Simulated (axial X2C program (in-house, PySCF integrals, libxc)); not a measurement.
**Ionising P₂**

Calculated with an in-house all-electron X2C program for linear molecules (integrals from PySCF), spin-free (one-electron X2C) or two-component (2c: spin–orbit coupling with atomic mean-field Coulomb and Gaunt terms, which also bring small scalar terms), in Dyall basis sets with cores contracted in-house; open shells are unrestricted.

Basis sets: P dyall-v3z. Frozen shells (counts by l): P₂ P 2s1p, 10 electrons correlated; P₂⁺ P 2s1p, 9 electrons correlated. Coupled cluster in natural virtuals with an MP2 remainder. Where the outer core of a metal is frozen, bonds come out longer and ionisation energies lower.

```
Hamiltonian    level        P₂ state  Re (Å)  ωe (cm⁻¹)  De (eV)
  spin-free       HF  M_S = 0, Λ = 0   1.857      908.5     1.55
  spin-free     PBE0  M_S = 0, Λ = 0   1.888      826.3     4.72
  spin-free      MP2  M_S = 0, Λ = 0   1.926      726.9     4.64
         2c       HF           Ω = 0   1.857      908.2     1.55
         2c     PBE0           Ω = 0   1.889      826.0     4.71
         2c     CCSD           Ω = 0   1.900      806.5     4.14
         2c  CCSD(T)           Ω = 0   1.916      769.6     4.52
```

Adiabatic ionisation energy (minimum to minimum, no zero-point term) and constants of P₂⁺:

```
Hamiltonian    level         P₂⁺ state  IE (eV)  Re (Å)  ωe (cm⁻¹)  De (eV)  fragments
  spin-free       HF  M_S = 1/2, Λ = 1     9.26   1.933      810.8     2.19     P+ + P
  spin-free     PBE0  M_S = 1/2, Λ = 1    10.39   1.974      720.8     4.84     P+ + P
  spin-free      MP2  M_S = 1/2, Λ = 1    10.58   2.001      652.4     4.53     P+ + P
         2c       HF           Ω = 3/2     9.24   1.933      810.4     2.20     P+ + P
         2c     PBE0           Ω = 3/2    10.37   1.975      720.6     4.86     P+ + P
         2c     CCSD           Ω = 3/2    10.25   1.980      711.0     4.29     P+ + P
         2c  CCSD(T)           Ω = 3/2    10.37   1.998      675.8     4.60     P+ + P
```

**Question.** Add the zero-point terms to the ionisation energy at CCSD(T), 2c, and say whether the electron removed was bonding.

**Answer.** IE0 = IE + (ωe⁺ − ωe)/2 = 10.37 + (-0.006) = 10.36 eV. Re changes by 0.082 Å, so the bond lengthens, as on loss of a bonding electron.

**Question.** Close the cycle De(P₂⁺) + IE(P₂) = De(P₂) + IE(P) to find the atomic ionisation energy at CCSD(T), 2c.

**Answer.** IE(P) = 4.60 + 10.37 − 4.52 = 10.45 eV, for the determinants used.

Each entry is the lowest single determinant of a limited PBE0 search at one distance. De goes to single-determinant-based atoms at the same level (for ions the charge split of lowest energy) and is withheld (n/a) where an atom does not fit its ground term or J level. Main or longest-lived isotopes. One determinant is a doubtful description, or other states lie close, for P₂⁺; these need not be ground states, and all values refer to the states named. Some light 2c atoms are not at their ground J level, so De misses part of their lowering (0.04 eV or less). The functionals have no current term, which raises determinants with orbital currents.
